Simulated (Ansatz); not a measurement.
Geometry optimisation, UKS PBE/def2-mTZVP in Ansatz.

Input:

```yaml
crystal:
  periodic: [false, false, false]
  atoms:
    - { symbol: B, position_ang: [-0.004951, 0.0, -0.073314] }
    - { symbol: Cl, position_ang: [0.004558, 0.0, 1.750548] }
    - { symbol: F, position_ang: [1.152531, 0.0, -0.706231] }
    - { symbol: H, position_ang: [-1.041381, 0.0, -0.662996] }
    - { symbol: H, position_ang: [0.001843, 0.0, 4.326994] }
magnetization:
  spin_polarized: true
  initial_magnetization: 1
basis:
  gaussian: { orbitals: def2-mTZVP }
hamiltonian:
  xc: pbe
relax:
  f_tol: 0.03
  max_steps: 50
```

Command:

```bash
$ ansatz run input.yaml --threads 2 --pin off --max-ram 3072MiB --backend cpu --events-out ev --progress --plain --runs-dir out
```

**Question.** Where does it end, and by what steps?

**Answer.** The forces met the threshold. The force dipped under the threshold on the way, but the program's further checks kept it going. After 8 steps the energy has fallen by 0.098 eV; H5 moved furthest, 0.95 Å.

```tsv
step	energy less start (eV)	largest force component (eV/Å)	accepted
0	0.0000	1.285	yes
1	-0.0368	0.808	yes
2	-0.0791	0.094	yes
3	-0.0901	0.041	yes
4	-0.0953	0.042	yes
5	-0.0974	0.012	yes
6	-0.0981	0.004	yes
7	-0.0983	0.005	yes
8	-0.0984	0.013	yes
```

```xyz
5
Properties=species:S:1:pos:R:3
B -0.004 0.000 -0.287
Cl -0.001 0.000 1.472
F 1.153 0.000 -0.935
H -1.034 0.000 -0.891
H -0.001 0.000 5.276
```

Whether the end is a true minimum wasn't checked by a vibrational analysis.

Run time: 11 s on 2 threads of Arm Neoverse V1 (shared host), peak memory 0.14 GiB.
